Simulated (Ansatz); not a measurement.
Gas-phase reaction in SMILES: CCCC[Se]C + 5 [H][H] (H2) -> 5 C (CH4) + [SeH2] (H2Se)

Wanted: energy of full hydrogenation (enthalpy at 298 K), in kcal/mol. Conventions: six Cartesian d functions in 6-31G* and its kin unless marked 5d; non-relativistic; spin-orbit terms left out; dispersion terms only where a functional's name holds one; LANL2DZ with its own core potentials from Na on. Ab initio and DFT rows: single points at B3LYP-D3(BJ) geometries (Ansatz, a quantum-chemistry and plane-wave program), with unscaled harmonic terms from B3LYP/6-31G* (LANL2DZ past Ar) (Ansatz) at its own minima.

```json
[
 {"level": "B3LYP/STO-3G", "program": "Ansatz", "energy of full hydrogenation (enthalpy at 298 K) (kcal/mol)": "-58.4"},
 {"level": "B3LYP/3-21G", "program": "Ansatz", "energy of full hydrogenation (enthalpy at 298 K) (kcal/mol)": "-63.6"},
 {"level": "B3LYP/LANL2DZ", "program": "Ansatz", "energy of full hydrogenation (enthalpy at 298 K) (kcal/mol)": "-82.8"},
 {"level": "B3LYP/6-31G", "program": "Ansatz", "energy of full hydrogenation (enthalpy at 298 K) (kcal/mol)": "-74.3"},
 {"level": "B3LYP/6-31G*", "program": "Ansatz", "energy of full hydrogenation (enthalpy at 298 K) (kcal/mol)": "-76.2"},
 {"level": "B3LYP/6-31G**", "program": "Ansatz", "energy of full hydrogenation (enthalpy at 298 K) (kcal/mol)": "-76.5"},
 {"level": "B3LYP/def2-SVP", "program": "Ansatz", "energy of full hydrogenation (enthalpy at 298 K) (kcal/mol)": "-79.4"},
 {"level": "B3LYP/6-31G* with LANL2DZ past Ar", "program": "Ansatz", "energy of full hydrogenation (enthalpy at 298 K) (kcal/mol)": "-70.9"},
 {"level": "B3LYP/def2-TZVPD", "program": "Ansatz", "energy of full hydrogenation (enthalpy at 298 K) (kcal/mol)": "-78.8"}
]
```

No value to compare with is used here. The 8 habitual levels span -82.8 (B3LYP/LANL2DZ) to -58.4 kcal/mol (B3LYP/STO-3G); B3LYP/def2-TZVPD gives -78.8.

The sets are all those run for this method; left out are runs that failed, that the program found above a lower state of the same kind, or whose <S^2> lies over 0.5 above the pure value.
